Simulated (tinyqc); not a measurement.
Hueckel theory of the pi electrons, for the molecule Oc1cc[cH-]c1 (SMILES; centres numbered as the heavy atoms are written), step by step. Computed by tinyqc, a small Python program that keeps every step. Settings: charge = -1. Command: `OMP_NUM_THREADS=1 python tinyqc.py 21125 21126 out.jsonl` (the two numbers bound the seeds that draw the settings). One thread of a shared host (Intel(R) Xeon(R) Processor @ 2.60GHz), about 0.01 s of CPU time with the checks.

## The Hueckel matrix

Centres:
```
centre  z_r, pi electrons of the neutral centre       h
1O                                            2  2.0000
2C                                            1  0.0000
3C                                            1  0.0000
4C                                            1  0.0000
5C                                            1  0.0000
6C                                            1  0.0000
```

Bonds:
```
i  j       k
1  2  0.8000
2  3       1
3  4       1
4  5       1
5  6       1
6  2       1
```

H_rr = alpha + h_r beta, H_rs = k_rs beta for bonded centres.

Hueckel matrix in units of beta (H = alpha + beta A), order 1O, 2C, 3C, 4C, 5C, 6C:
$$\begin{pmatrix}
2.0000 & 0.8000 & 0.0000 & 0.0000 & 0.0000 & 0.0000 \\
0.8000 & 0.0000 & 1.0000 & 0.0000 & 0.0000 & 1.0000 \\
0.0000 & 1.0000 & 0.0000 & 1.0000 & 0.0000 & 0.0000 \\
0.0000 & 0.0000 & 1.0000 & 0.0000 & 1.0000 & 0.0000 \\
0.0000 & 0.0000 & 0.0000 & 1.0000 & 0.0000 & 1.0000 \\
0.0000 & 1.0000 & 0.0000 & 0.0000 & 1.0000 & 0.0000
\end{pmatrix}$$

## Orbitals

pi electrons, sum of z_r less the charge = 8

Diagonalise; E = alpha + x beta with beta < 0, so the largest x are filled first; degenerate levels share their electrons. P = sum n_i c_ri c_si; each orbital has its largest coefficient positive (the first on a tie).

x values: [2.4719, 1.7619, 0.6180, 0.4564, -1.6180, -1.6903]

occupations: [2.0000, 2.0000, 2.0000, 2.0000, 0.0000, 0.0000]

coefficients, order 1O, 2C, 3C, 4C, 5C, 6C:
$$\begin{pmatrix}
0.7751 & 0.5364 & 0.0000 & -0.3027 & 0.0000 & -0.1412 \\
0.4572 & -0.1596 & 0.0000 & 0.5840 & 0.0000 & 0.6515 \\
0.2551 & -0.3552 & 0.6015 & 0.2544 & -0.3717 & -0.4941 \\
0.1733 & -0.4661 & 0.3717 & -0.4679 & 0.6015 & 0.1837 \\
0.1733 & -0.4661 & -0.3717 & -0.4679 & -0.6015 & 0.1837 \\
0.2551 & -0.3552 & -0.6015 & 0.2544 & 0.3717 & -0.4941
\end{pmatrix}$$

charge and bond-order matrix P, order 1O, 2C, 3C, 4C, 5C, 6C:
$$\begin{pmatrix}
1.9601 & 0.1840 & -0.1396 & 0.0519 & 0.0519 & -0.1396 \\
0.1840 & 1.1512 & 0.6437 & -0.2393 & -0.2393 & 0.6437 \\
-0.1396 & 0.6437 & 1.2354 & 0.6287 & -0.2657 & -0.2118 \\
0.0519 & -0.2393 & 0.6287 & 1.2089 & 0.6562 & -0.2657 \\
0.0519 & -0.2393 & -0.2657 & 0.6562 & 1.2089 & 0.6287 \\
-0.1396 & 0.6437 & -0.2118 & -0.2657 & 0.6287 & 1.2354
\end{pmatrix}$$

## Energy, charges, bond orders

E = sum n x; q_r = z_r - P_rr; bond order p = P_rs; free valence = sqrt(3) - sum of p over the bonds of the atom.

pi energy = 8 alpha + this times beta = 10.6166

pi charges: 1O 0.0399, 2C -0.1512, 3C -0.2354, 4C -0.2089, 5C -0.2089, 6C -0.2354

Bond orders and lengths from R = 1.517 - 0.180 p (angstrom, C-C alone):
```
bond       p       R
1-2   0.1840       -
2-3   0.6437  1.4011
3-4   0.6287  1.4038
4-5   0.6562  1.3989
5-6   0.6287  1.4038
6-2   0.6437  1.4011
```

free valence of the carbons: 2C 0.2606, 3C 0.4596, 4C 0.4472, 5C 0.4472, 6C 0.4596

gap between the highest filled and the next level = 2.0745 |beta|
